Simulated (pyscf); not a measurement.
PySCF, gas phase, ωB97X-D3(BJ)/def2-SVPD geometries.

Question: For the elementary gas-phase step `[Cl-]` + `[CH3][CH2][Br]` → `[CH3][CH2][Cl]` + `[Br-]` (singlet surface; Br–C broken, C–Cl formed), what barrier and reaction energy does ωB97M-D3(BJ)/def2-TZVPD give, measured from the separated reactants?

Answer: ΔE‡ = 1.0 kcal/mol, ΔE = -8.8 kcal/mol. Zero-point energy shifts the barrier by -0.5 kcal/mol. It is a substitution at C, with an imaginary mode of 417i cm⁻¹. On the reactant side the descent ends in a bound adduct, 12.0 kcal/mol under the separated species and 14.3 kcal/mol under the saddle at ωB97X-D3(BJ)/def2-TZVPD. On the product side the descent ends in a complex, 6.6 kcal/mol under the separated species and 17.0 kcal/mol under the saddle at ωB97X-D3(BJ)/def2-TZVPD. One saddle was located; it need not be the lowest between these sides. The angle at the attacked C is 164°. Elements up to Kr have no core potential and no relativistic terms here.
